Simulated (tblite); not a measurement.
C4H3OS (doublet state).
Numbering: `[S:1][c:2]1[cH:3][cH:4][cH:5][o:6]1` (hydrogens: H7 on C3; H8 on C4; H9 on C5)
Bond orders are those of one Lewis drawing.

Computed with GFN2-xTB (tblite), gas phase: L-BFGS steps from a force-field or distance-geometry start until the largest atomic force falls under 0.01 eV/Å.

Step 5: E = -472.3020 eV
```
atom  x, y, z in Å  |  force x, y, z in eV/Å
S1      2.8264   -0.2480    0.2927    0.068  -0.110   0.022
C2      1.1578   -0.1854    0.1305    0.023   0.096  -0.016
C3      0.3463    0.9169   -0.1255   -0.117   0.086  -0.010
C4     -0.9645    0.4386   -0.1610   -0.064  -0.035  -0.010
C5     -0.8822   -0.9124    0.0693   -0.087   0.083  -0.018
O6      0.3868   -1.2953    0.2458   -0.094  -0.011  -0.009
H7      0.6641    1.9270   -0.2632    0.138   0.049   0.001
H8     -1.8553    1.0078   -0.3338   -0.002  -0.033   0.004
H9     -1.6657   -1.6434    0.1201    0.134  -0.126   0.034
```

Step 6: E = -472.3044 eV
```
atom  x, y, z in Å  |  force x, y, z in eV/Å
S1      2.8244   -0.2518    0.2931    0.021  -0.090   0.015
C2      1.1539   -0.1836    0.1300    0.123   0.101  -0.009
C3      0.3430    0.9201   -0.1262   -0.018   0.005   0.013
C4     -0.9658    0.4380   -0.1609   -0.076   0.052  -0.027
C5     -0.8821   -0.9109    0.0688   -0.080  -0.008   0.001
O6      0.3860   -1.2947    0.2456   -0.083   0.040  -0.016
H7      0.6688    1.9278   -0.2630    0.101   0.052  -0.002
H8     -1.8548    1.0071   -0.3338   -0.059  -0.011  -0.004
H9     -1.6597   -1.6461    0.1212    0.070  -0.140   0.030
```

**Question.** Estimate the geometry and energy of step 7. (The exact step hangs on the optimiser's Hessian estimate; all steps are aligned on step 6, rigid shifts and turns removed.)

**Answer.** E = -472.3069 eV, largest force 0.161 eV/Å
```
atom  x, y, z in Å  |  force x, y, z in eV/Å
S1      2.8228   -0.2581    0.2938   -0.024  -0.063   0.007
C2      1.1514   -0.1798    0.1294    0.136   0.052   0.001
C3      0.3396    0.9242   -0.1267    0.041  -0.060   0.024
C4     -0.9689    0.4389   -0.1614    0.025   0.034  -0.013
C5     -0.8836   -0.9100    0.0684   -0.027   0.024   0.000
O6      0.3837   -1.2927    0.2450   -0.019   0.093  -0.018
H7      0.6758    1.9295   -0.2628    0.042   0.032  -0.002
H8     -1.8556    1.0060   -0.3338   -0.153   0.044  -0.022
H9     -1.6515   -1.6520    0.1230   -0.021  -0.156   0.024
```

The energy changes by -0.0025 eV. The first-order estimate −F·Δx gives -0.0037 eV and the mean of the old and new forces, exact on a quadratic surface, -0.0025 eV. The step makes an angle of 45° with the force vector and moves no atom by more than 0.010 Å.

What follows is the cost of the whole relaxation. Hardware: an Arm Neoverse V2 with one thread, shared host with 32 logical CPUs at a one-minute load of 14. Cost: under 0.1 s.
